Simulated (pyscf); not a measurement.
1,1-elimination: `[Cl][GeH3]` -> `[Cl][GeH]` [singlet] + `[H][H]`

Gas phase, singlet surface, charge 0. Bonds broken: Ge1–H3, Ge1–H4. Bonds formed: H3–H4. Structures and frequencies: ωB97X-D3(BJ)/def2-SVP in PySCF.

Transition state (Å):

```xyz
5

Ge    -0.9186     0.0840    -0.1327
Cl    -0.9767     0.3913     2.0138
H     -1.6927    -1.4547    -0.1168
H     -2.2767    -0.4433    -0.6754
H      0.2719    -0.8104    -0.4898
```

One imaginary mode, 1353i cm⁻¹; descent along it reached the two sides named.

| bond | change | reactant side (Å) | saddle | product side |
|---|---|---|---|---|
| Ge1–H3 | breaks | 1.531 | 1.723 | 2.496 |
| Ge1–H4 | breaks | 1.531 | 1.555 | 2.460 |
| H3–H4 | forms | 2.531 | 1.295 | 0.767 |

Electronic energies relative to the reactant's lowest minimum found (eV):

```json
[
 {"level": "ωB97X-D3(BJ)/def2-TZVP", "barrier": "2.73", "reaction energy": "+1.45", "reverse barrier": "1.28"},
 {"level": "PBE/def2-TZVP", "barrier": "2.20", "reaction energy": "+1.20", "reverse barrier": "0.99"},
 {"level": "r²SCAN/def2-TZVP", "barrier": "2.37", "reaction energy": "+1.43", "reverse barrier": "0.95"},
 {"level": "B3LYP-D3(BJ)/def2-TZVP", "barrier": "2.46", "reaction energy": "+1.17", "reverse barrier": "1.29"},
 {"level": "PBE0-D3(BJ)/def2-TZVP", "barrier": "2.46", "reaction energy": "+1.43", "reverse barrier": "1.03"},
 {"level": "M06-2X/def2-TZVP", "barrier": "2.63", "reaction energy": "+1.30", "reverse barrier": "1.33"},
 {"level": "ωB97M-D3(BJ)/def2-TZVP", "barrier": "2.58", "reaction energy": "+1.28", "reverse barrier": "1.30"},
 {"level": "HF/def2-TZVP", "barrier": "3.34", "reaction energy": "+1.44", "reverse barrier": "1.90"}
]
```

With ωB97M-D3(BJ)/def2-TZVP energies and thermal terms (ideal gas, 1 atm, RRHO with modes under 100 cm⁻¹ raised to 100, one conformer, R ln 2 for chiral ones without a mode under 150 cm⁻¹), in eV:

```tsv
T (K)	ΔH‡	ΔG‡	ΔH	ΔG
298	2.46	2.41	+1.14	+0.74
600	2.46	2.36	+1.17	+0.31
900	2.45	2.31	+1.17	-0.12
1200	2.43	2.27	+1.14	-0.54
```

One saddle was located; it need not be the lowest between these sides. Elements up to Kr have no core potential and no relativistic terms here.
